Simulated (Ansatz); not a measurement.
Se (R-3, No. 148): band gap by level of theory

No measured value is used here.

```
level (code)           value (eV)  cell (Å³/atom)
---------------------  ----------  --------------
LDA (Ansatz)                 0.75           23.66
PBEsol (Ansatz)              0.96           25.20
r²SCAN (Ansatz)              1.69           29.76
r²SCAN-D4 (Ansatz)           1.54           27.81
r²SCAN+rVV10 (Ansatz)        1.46           27.18
HSE06 (Ansatz)               2.34           29.76
PBE0 (Ansatz)                3.04           29.76
```

Computed values are for a static lattice. Spin–orbit coupling is included only where a level's name says +SOC; with heavier elements it mostly lowers gaps and can invert bands.  LDA, PBEsol, r²SCAN, r²SCAN-D4, r²SCAN+rVV10, HSE06, PBE0: the gap is read on the k mesh or supercell of the run alone and can be too large. LDA: LDA has no dispersion term either, though it tends to give short spacings of layers, chains or molecules. PBEsol, r²SCAN, HSE06, PBE0: the cell comes from a level without a dispersion term, which matters for the spacing of layers, chains or molecules. Values are at the level's own equilibrium cell; HSE06 at the r²SCAN cell; PBE0 at the r²SCAN cell. K meshes differ between the levels. Ansatz's density-functional and Hartree–Fock values are scalar-relativistic unless marked +SOC, with PAW data made under PBE.

Ansatz is a first-principles code.
